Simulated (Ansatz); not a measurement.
Two structures, one formula

Two relaxed structures of CH₅BN (charge -1), closed shell (PBE0-D4/def2-TZVPD; forces vanish, vibrations not checked).

A:

| atom | x (Å) | y (Å) | z (Å) |
| --- | --- | --- | --- |
| C1 | -0.8491 | 0.7108 | -0.6709 |
| B2 | -0.0382 | 0.2173 | 0.4386 |
| N3 | 0.7332 | -1.0570 | 0.4444 |
| H4 | -0.9458 | 0.1988 | -1.6349 |
| H5 | -1.4487 | 1.6196 | -0.6068 |
| H6 | 0.0464 | 0.8216 | 1.5048 |
| H7 | 0.9222 | -1.4491 | -0.4683 |
| H8 | 1.5799 | -1.0620 | 0.9932 |

B:

```
8
angstrom
C -0.6912 0.9306 -0.7382
B 0.8263 -0.9003 0.3212
N 0.0628 0.2568 0.2795
H -0.8863 0.2356 -1.5646
H -1.6531 1.2719 -0.3256
H 0.1296 0.8286 1.1099
H 0.8527 -1.6558 -0.6254
H 1.4890 -1.1244 1.3137
```

Computed with Ansatz 0.2.0 (basis: def2-TZVPPD); correlated methods freeze the cores. B3LYP uses VWN-RPA correlation.

Question: Which structure is lower at CCSD(T), and by how much? (An estimate is asked for; the value comes from the calculation.)

Answer: Computed: A, by 1.551 eV (electronic energy, against the other). By their contacts, A is CH₅BN ([CH2][BH][NH2]), total charge -1 and B is CH₅BN ([BH2][NH][CH2]), total charge -1.

All methods give the same order:

```json
{"method": "PBE-D4", "E(B) − E(A) (eV)": "1.338"}
{"method": "r2SCAN-D4", "E(B) − E(A) (eV)": "1.454"}
{"method": "PBE0-D4", "E(B) − E(A) (eV)": "1.485"}
{"method": "B3LYP-D4", "E(B) − E(A) (eV)": "1.434"}
{"method": "wB97M-V", "E(B) − E(A) (eV)": "1.576"}
{"method": "HF", "E(B) − E(A) (eV)": "1.740"}
{"method": "MP2", "E(B) − E(A) (eV)": "1.608"}
{"method": "CCSD", "E(B) − E(A) (eV)": "1.596"}
{"method": "CCSD(T)", "E(B) − E(A) (eV)": "1.551"}
```

No T1 diagnostic of these runs exceeds 0.022. The highest PBE0 orbital of the anion lies well above zero, so the extra electron may be unbound in the gas phase.

Labels in which every atom is bracketed show which atoms are joined, not bond orders.

For scale, one of the runs: CCSD(T)/def2-TZVPPD, 196 basis functions, launched by `ansatz run in.yaml --threads 2 --pin off --events-out ev --progress --plain --max-ram 4352MiB`. Hardware: 2 CPU threads of an Arm Neoverse V1, shared host. Wall time 52 s; peak host memory 2.4 GiB.
